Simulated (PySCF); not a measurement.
Methylthiirane, C₃H₆S.
Numbering: `[CH3:1][C@H:2]1[CH2:3][S:4]1` (hydrogens: H5, H6, H7 on C1; H8 on C2; H9, H10 on C3)

Computed geometry: GFN2-xTB, gas phase.

**Question.** What internal coordinates does the optimisation give?

**Answer.** 
| bond | length (Å) |
| --- | --- |
| C1–C2 | 1.503 |
| C2–C3 | 1.482 |
| C3–S4 | 1.802 |
| C2–S4 | 1.811 |
| C1–H5, C1–H6, C1–H7 | 1.088 |
| C2–H8 | 1.086 |
| C3–H9 | 1.082 |
| C3–H10 | 1.082 |

Bonds in one row agree within 0.01 Å and their mean is given. A selection of angles:
| angle | degrees |
| --- | --- |
| C2–C1–H5 | 110.5 |
| C2–C1–H6 | 109.8 |
| H5–C1–H6 | 108.9 |
| C1–C2–C3 | 120.4 |
| C1–C2–S4 | 117.7 |
| C1–C2–H8 | 114.6 |
| C3–C2–S4 | 65.5 |
| C3–C2–H8 | 116.8 |
| S4–C2–H8 | 112.8 |
| C2–C3–S4 | 66.1 |
| C2–C3–H9 | 118.3 |
| C2–C3–H10 | 119.2 |
| S4–C3–H9 | 114.7 |
| S4–C3–H10 | 115.0 |
| H9–C3–H10 | 114.5 |
| C2–S4–C3 | 48.4 |

Torsions: C1–C2–C3–S4 109° (anticlinal); C1–C2–S4–C3 -113° (anticlinal).

The 3-membered ring C2–C3–S4 has internal angles of 48.4° to 66.1°. S4 (sulfide sulfur) is bent (angle 48.4°). The 2 C–C bonds span 1.482 Å (C2–C3, drawn single) to 1.503 Å (C1–C2, drawn single), a spread of 0.021 Å.

Point group: C1 (no symmetry element, even within 0.4 Å). Not checked by GFN2-xTB frequencies.
